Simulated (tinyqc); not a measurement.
Worked calculation: UHF in the sto-6g basis, for H2O, spin multiplicity 1. One step of it, computed by the program tinyqc.

Problem. Iteration 2: diagonalisation and new density. Diagonalise F' = X^T F X, C = X C', fill 5 alpha and 5 beta electrons from the bottom; D(s) = C_occ C_occ^T. Each column has its largest component positive (the first on a tie).

extrapolated F(alpha) (hartree), lower triangle:
```
             1O 1s      1O 2s     1O 2px     1O 2py     1O 2pz      2H 1s      3H 1s
1O 1s   -20.506317
1O 2s    -4.959632  -2.307264
1O 2px    0.001525   0.058234  -0.074498
1O 2py   -0.000057  -0.002312   0.013596  -0.282997
1O 2pz   -0.004070  -0.045679   0.144470   0.020568  -0.403471
2H 1s    -0.636009  -0.599032  -0.066693  -0.283475  -0.235363  -0.271723
3H 1s    -0.673139  -0.625800  -0.102463   0.280113  -0.237235  -0.204248  -0.272652
```

extrapolated F(beta) (hartree), lower triangle:
```
             1O 1s      1O 2s     1O 2px     1O 2py     1O 2pz      2H 1s      3H 1s
1O 1s   -20.506317
1O 2s    -4.959632  -2.307264
1O 2px   -0.001525  -0.058234  -0.074498
1O 2py   -0.000057  -0.002312  -0.013596  -0.282997
1O 2pz   -0.004070  -0.045679  -0.144470   0.020568  -0.403471
2H 1s    -0.636009  -0.599032   0.066693  -0.283475  -0.235363  -0.271723
3H 1s    -0.673139  -0.625800   0.102463   0.280113  -0.237235  -0.204248  -0.272652
```

X, lower triangle:
```
            1O 1s      1O 2s    1O 2px     1O 2py     1O 2pz      2H 1s     3H 1s
1O 1s    1.021973
1O 2s   -0.128857   1.109935
1O 2px   0.000000   0.000000  1.000000
1O 2py   0.000226  -0.002683  0.000000   1.046317
1O 2pz  -0.005410   0.052284  0.000000  -0.001436   1.030691
2H 1s    0.014698  -0.171073  0.000000  -0.133160  -0.101210   1.084062
3H 1s    0.015267  -0.180950  0.000000   0.138236  -0.106208  -0.053686  1.091164
```

Give: F' = X^T F X; orbital energies; coefficients C; F' = X^T F X; orbital energies; coefficients C; D(alpha) after iteration 2; D(beta) after iteration 2.

Solution.

F' = X^T F X (alpha) (hartree), lower triangle:
```
          1        2        3        4        5        6        7
1  -20.1850
2   -2.4855  -1.3720
3   -0.0093   0.1019  -0.0745
4    0.0007  -0.0052   0.0086  -0.1523
5   -0.0200   0.0459   0.1696   0.0203  -0.3350
6   -0.0737  -0.2724  -0.0932  -0.2984  -0.1906  -0.0272
7   -0.0814  -0.2909  -0.1322   0.2940  -0.1887  -0.0952  -0.0115
```

orbital energies (alpha) (hartree): MO1 -20.5091, MO2 -1.1895, MO3 -0.4904, MO4 -0.4716, MO5 -0.2124, MO6 0.3178, MO7 0.3976

coefficients C (alpha):
```
            MO1      MO2      MO3      MO4      MO5      MO6      MO7
1O 1s    0.9970  -0.2391   0.0479   0.0178   0.0463   0.0747   0.0106
1O 2s    0.0134   0.9653  -0.2505  -0.0893  -0.3036  -0.4624  -0.0672
1O 2px  -0.0001  -0.0468  -0.1475  -0.1197   0.8247  -0.5247  -0.0794
1O 2py   0.0000   0.0027  -0.2648   0.6618   0.0541  -0.1099   0.7800
1O 2pz   0.0010   0.0645   0.8060   0.2928  -0.1715  -0.5615  -0.0478
2H 1s   -0.0021   0.0766   0.0749   0.4322   0.4325   0.6520  -0.6520
3H 1s   -0.0022   0.0774   0.3123  -0.2951   0.4218   0.5164   0.7885
```

F' = X^T F X (beta) (hartree), lower triangle:
```
          1        2        3        4        5        6        7
1  -20.1850
2   -2.4855  -1.3720
3    0.0093  -0.1019  -0.0745
4    0.0007  -0.0052  -0.0086  -0.1523
5   -0.0200   0.0459  -0.1696   0.0203  -0.3350
6   -0.0737  -0.2724   0.0932  -0.2984  -0.1906  -0.0272
7   -0.0814  -0.2909   0.1322   0.2940  -0.1887  -0.0952  -0.0115
```

orbital energies (beta) (hartree): MO1 -20.5091, MO2 -1.1895, MO3 -0.4904, MO4 -0.4716, MO5 -0.2124, MO6 0.3178, MO7 0.3976

coefficients C (beta):
```
            MO1      MO2      MO3      MO4      MO5      MO6      MO7
1O 1s    0.9970  -0.2391   0.0479   0.0178  -0.0463   0.0747   0.0106
1O 2s    0.0134   0.9653  -0.2505  -0.0893   0.3036  -0.4624  -0.0672
1O 2px   0.0001   0.0468   0.1475   0.1197   0.8247   0.5247   0.0794
1O 2py   0.0000   0.0027  -0.2648   0.6618  -0.0541  -0.1099   0.7800
1O 2pz   0.0010   0.0645   0.8060   0.2928   0.1715  -0.5615  -0.0478
2H 1s   -0.0021   0.0766   0.0749   0.4322  -0.4325   0.6520  -0.6520
3H 1s   -0.0022   0.0774   0.3123  -0.2951  -0.4218   0.5164   0.7885
```

D(alpha) after iteration 2, lower triangle:
```
          1O 1s    1O 2s   1O 2px   1O 2py  1O 2pz   2H 1s   3H 1s
1O 1s    1.0558
1O 2s   -0.2450   1.0950
1O 2px   0.0400  -0.2479   0.7184
1O 2py   0.0009  -0.0066   0.0043   0.5111
1O 2pz   0.0215  -0.1137  -0.2984  -0.0288  0.7690
2H 1s    0.0109  -0.1148   0.2903   0.2898  0.1177  0.3853
3H 1s    0.0085  -0.1053   0.3335  -0.2550  0.0980  0.0842  0.3686
```

D(beta) after iteration 2, lower triangle:
```
          1O 1s    1O 2s   1O 2px   1O 2py  1O 2pz   2H 1s   3H 1s
1O 1s    1.0558
1O 2s   -0.2450   1.0950
1O 2px  -0.0400   0.2479   0.7184
1O 2py   0.0009  -0.0066  -0.0043   0.5111
1O 2pz   0.0215  -0.1137   0.2984  -0.0288  0.7690
2H 1s    0.0109  -0.1148  -0.2903   0.2898  0.1177  0.3853
3H 1s    0.0085  -0.1053  -0.3335  -0.2550  0.0980  0.0842  0.3686
```
